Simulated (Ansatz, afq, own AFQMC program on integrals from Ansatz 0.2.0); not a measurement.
H3S⁺, triplet: AFQMC among the cluster methods

```tsv
atom	x (Å)	y (Å)	z (Å)
S	0.0000	-0.0391	0.0000
H	0.0000	1.3184	0.0000
H	0.0000	-0.0372	1.5201
H	0.0000	-0.0372	-1.5201
```

Basis 6-31G. Only valence electrons are correlated. Ansatz 0.2.0 and our own AFQMC program on the same integrals; the CISD trial comes from CCSD amplitudes, and released means the phaseless constraint is let go. Free AFQMC starts from the CCSD state and is never constrained. Its projection time is finite, and what remains of the start isn't in its error. ± is one standard error of the sampling.

Determinant: UHF, the one that the program's search chose, which needn't be the lowest solution. The geometry is a point of a scan.

Full CI on the same integrals is exact in this basis and with this determinant's frozen core.

Cautions: lower spins were not checked.

```
T1 diagnostic                               : 0.0165
weight of the determinant in the CISD state : 0.940
⟨S²⟩ of the determinant                     : 2.047
size of the correlated space                : 8 electrons in 14 orbitals
```

```csv
level,correlation energy (eV)
MP2,-1.3726
CCSD,-1.9696
CCSD(T),-1.9892
```

**Question.** Estimate where free-projection AFQMC lies against CCSD(T) on the same integrals.

**Answer.** 0.7 ± 0.04 kJ/mol below CCSD(T).

Reference: full CI, correlation energy -1.997 eV. The released energy is read at 2.40 1/Eh (meV from the phaseless value at times in 1/Eh: -0.7 ± 0.7 at 0.24, -1.0 ± 0.5 at 0.51, -1.0 ± 0.3 at 0.99, -1.1 ± 0.4 at 1.62, -0.9 ± 0.4 at 2.40).

```tsv
level	E − E(reference) (kJ/mol)	share of correlation (%)
CCSD(T)	0.7	99.63
ph-AFQMC/HF	1.6 ± 1.5	99.17
ph-AFQMC/CISD	0.2 ± 0.07	99.91
released AFQMC	0.1 ± 0.04	99.95
free AFQMC	0.1 ± 0.04	99.97
```

Free projections are given only where their last times agree within the noise and don't stop above the reference; a slow remainder of the start can still hide under it. A walk keeps the symmetry of its determinant, which the program's search chose and which needn't be the lowest solution, so a lower state of the same spin and another symmetry isn't excluded. Released energies are given only where the last usable release times agree within the noise; a slower fall can still hide under it.
